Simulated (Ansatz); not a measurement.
Level of theory: frozen-core CCSD(T)/cc-pVTZ // CAM-B3LYP-D3(BJ)/def2-TZVP (Ansatz, a program for electronic structure).

Ansatz 0.2 input:
```yaml
crystal:
  periodic: [false, false, false]
  atoms:
    - { symbol: Si, position_ang: [-0.000786, 0.000391, 0.339693] }
    - { symbol: H, position_ang: [-0.622763, 1.262835, -0.116135] }
    - { symbol: H, position_ang: [1.405537, -0.092052, -0.109867] }
    - { symbol: H, position_ang: [-0.781987, -1.171175, -0.113691] }
basis:
  gaussian: { orbitals: cc-pVTZ }
correlation:
  method: ccsd_t
magnetization:
  spin_polarized: true
  initial_magnetization: 1
```

Output:

```
Functional definition: HF
429 factors; integrals over basis functions are off by at most 8.0e-4 eV
mean field evaluation 1: about -7907.9934 eV, gradient 7.2e0 eV
mean field evaluation 2: about -7907.9968 eV, gradient 7.2e0 eV
mean field evaluation 4: about -7908.7188 eV, gradient 6.2e-1 eV
mean field evaluation 8: about -7908.7274 eV, gradient 1.8e-3 eV
mean field evaluation 16: about -7908.7274 eV, gradient 5.7e-6 eV
mean field -7908.72736345 eV, -290.6403698787 hartree, gradient 5.7e-6 eV, S^2 0.754977; 0 other end points of the search recorded, 0 dependent functions left out
5 core orbitals not correlated
reference -7908.72736345 eV, -290.6403698787 hartree; 4, 3 occupied and 67, 68 virtual orbitals, 429 factors
second order -3.17023752 eV of doubles, -0.00000000 eV of singles
cycle   1  -3.67786278 eV  change   -5.1e-1 eV  update   5.4e-2
cycle   2  -3.87441544 eV  change   -2.0e-1 eV  update   2.0e-2
cycle   3  -3.88189076 eV  change   -7.5e-3 eV  update   5.8e-3
cycle   4  -3.88131825 eV  change    5.7e-4 eV  update   1.8e-3
cycle   5  -3.88092392 eV  change    3.9e-4 eV  update   7.5e-4
cycle   6  -3.88100818 eV  change   -8.4e-5 eV  update   2.5e-4
cycle   7  -3.88109285 eV  change   -8.5e-5 eV  update   7.4e-5
cycle   8  -3.88109300 eV  change   -1.5e-7 eV  update   2.1e-5
cycle   9  -3.88108683 eV  change    6.2e-6 eV  update   6.7e-6
perturbative correction -0.09501368 eV, -0.0034916883 hartree
Total energy: -7912.70346395 eV, -290.7864888772 hartree
```

Cost: very roughly 4 core-seconds.
